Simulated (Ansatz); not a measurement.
We consider 1T (CdI2-type) TaSe2 (undistorted form, which takes a superstructure on cooling), described by PBEsol-D3(BJ) (PAW; Ansatz, a program for electronic structure).

The input as run:

Ansatz 0.2 input:
```yaml
crystal:
  lattice:
    - [3.3344834586, 0.0, 0.0]
    - [-1.6672417293, 2.8877473837, 0.0]
    - [0.0, 0.0, 5.871254234]
  atoms:
    - { symbol: Ta, position: [0.0, 0.0, 0.0] }
    - { symbol: Se, position: [0.3333333333, 0.6666666667, 0.2804466056] }
    - { symbol: Se, position: [0.6666666667, 0.3333333333, 0.7195533944] }
basis:
  ecutwfc: 520
  ecutrho_ratio: 4
  xc_grid: 2
kpoints:
  mp_grid: { grid: [18, 18, 10] }
hamiltonian:
  xc: pbesol
  dispersion: d3bj
  pseudopotentials: { kind: paw }
scf:
  occupations: { method: fermi_dirac, width: 0.05 }
output:
  forces: true
  stress: true
  eigenvalues: true
relax:
  f_tol: 0.004
  escape_saddle: false
  max_steps: 80
  cell: { stress_tol: 0.02, fix: [volume] }
```

Output (set-up and result lines):

```
Relaxation: its limit of steps is 80 (relax.max_steps)
Crystal: 3 atoms, lattice volume = 56.535 Å³
Basis set: ecut = 520 eV, 1533 PW (Γ), exchange–correlation on 50×50×90 points (8 copies of the dense FFT grid, shifted against one another)
Bands: 27, of which v1, the nominal top of the filled ones, is band 23 counted from 1 (22 counted from 0)
Symmetry: 12 space group operations
Space group: P-3m1 (ITA 164), of the structure as read, at distance tolerance 3.8e-5 Å
k-points: 330 of 3240
Functional: x = pbesol(κ = 0.804, μ = 0.12345679012345678), c = pbesol(β = 0.046)
SCF iter   1: F=—  HF=-20658.697601 eV  |F-HF|=—  |Δ(HF+E_count)|=         —  Δρ=3.26e-3  dr2=6.51e-3
SCF iter   2: F=—  HF=-20658.697361 eV  |F-HF|=—  |Δ(HF+E_count)|=   2.41e-4  Δρ=1.93e-3  dr2=3.31e-3
  ...
SCF 1 converged in 7 iterations: F = -20658.696923 eV  dr2 = 1.93e-8
Crystal: 3 atoms, lattice volume = 56.535 Å³
Basis set: ecut = 520 eV, 1545 PW (Γ), exchange–correlation on 50×50×90 points (8 copies of the dense FFT grid, shifted against one another)
Initial density: handed on by an earlier stage of this run
SCF 2 converged in 7 iterations: F = -20658.682814 eV  dr2 = 2.13e-7
Crystal: 3 atoms, lattice volume = 56.535 Å³
Basis set: ecut = 520 eV, 1569 PW (Γ), exchange–correlation on 50×50×90 points (8 copies of the dense FFT grid, shifted against one another)
SCF 3 converged in 11 iterations: F = -20658.718499 eV  dr2 = 6.73e-13
Crystal: 3 atoms, lattice volume = 56.535 Å³
SCF 4 converged in 5 iterations: F = -20658.718531 eV  dr2 = 1.81e-8
Crystal: 3 atoms, lattice volume = 56.535 Å³
SCF 5 converged in 5 iterations: F = -20658.718539 eV  dr2 = 1.87e-9
Crystal: 3 atoms, lattice volume = 56.535 Å³
SCF iter   5: F=—  HF=-20658.718538 eV  |F-HF|=—  |Δ(HF+E_count)|=  3.27e-11  Δρ=9.28e-8  dr2=1.06e-11
SCF iter   6: F=-20658.718538 eV  HF=-20658.718538 eV  |F-HF|=0.00e0  |Δ(HF+E_count)|=    0.00e0  Δρ=7.06e-8  dr2=2.77e-12
SCF 6 converged in 6 iterations: F = -20658.718538 eV  dr2 = 2.77e-12
SCF converged after 6 iterations
Free energy (F): -20658.718538 eV
Internal energy: -20658.707476 eV  (E = F + TS)
E sigma→0 (E₀):  -20658.713007 eV
Fermi energy:    14.379476 eV
--- Stress (GPa, compression-positive) ---
        3.011892      -0.000000      -0.000000
        0.000000       3.011892       0.000000
        0.000000       0.000000       3.008820
  P = ⅓ Tr σ = 3.0109 GPa (30.109 kbar)
```

The cell is one volume of an energy–volume scan, off the minimum.

The PAW data were made under PBE.

Note: the relaxation could not lower the start's symmetry, so the cell can be a saddle point above a distorted one.

Cost on a shared machine: around 4 core-minutes (rough).
